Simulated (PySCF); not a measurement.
## SiF⁺: energy against distance

Set-up: basis Si STO-3G, F STO-3G; no relativity; PySCF 2.14. Energies in eV from Si⁺ + F in their ground configurations at the same level. State: ¹Σ⁺ (singlet), closed shell.

All columns are B3LYP. A positive dipole points towards F; it is taken about the centre of mass and depends on that origin.

| R (Å) | E (eV) | μ (D) | Mulliken charge on Si (basis-dependent) | HOMO (eV) | LUMO (eV) | Mayer bond order | ⟨S²⟩ |
| --- | --- | --- | --- | --- | --- | --- | --- |
| 1.350 | -5.024 | -1.47 | 1.13 | -15.55 | -6.99 | 1.48 | 0.00 |
| 1.413 | -5.917 | -1.61 | 1.10 | -15.50 | -7.21 | 1.52 | 0.00 |
| 1.476 | -6.423 | -1.78 | 1.08 | -15.45 | -7.41 | 1.55 | 0.00 |
| 1.523 | -6.611 | -1.91 | 1.06 | -15.41 | -7.55 | 1.57 | 0.00 |
| 1.570 | -6.671 | -2.05 | 1.05 | -15.35 | -7.67 | 1.58 | 0.00 |
| 1.617 | -6.630 | -2.20 | 1.04 | -15.28 | -7.79 | 1.58 | 0.00 |
| 1.680 | -6.451 | -2.40 | 1.03 | -15.16 | -7.93 | 1.59 | 0.00 |
| 1.758 | -6.082 | -2.66 | 1.02 | -14.96 | -8.08 | 1.58 | 0.00 |
| 1.853 | -5.498 | -2.97 | 1.02 | -14.34 | -8.23 | 1.57 | 0.00 |
| 1.978 | -4.589 | -3.38 | 1.01 | -13.46 | -8.39 | 1.56 | 0.00 |

A fit through these points gives, at Re = 1.573 Å, μ = -2.06 D and dμ/dR = -3.07 D/Å; the reduced mass is 11.31 u.

Q: How strong is the fundamental in the double-harmonic approximation, I = 42.26·(dμ/dR)²/μred km/mol?

A: I = 42.26·(-3.07)²/11.31 = 35.2 km/mol at B3LYP.

For an ion De counts to the pair picked by the measured ionisation energies or electron affinities, which need not be the lowest pair at this level. STO-3G is very small, so such numbers show the basis as much as the molecule.
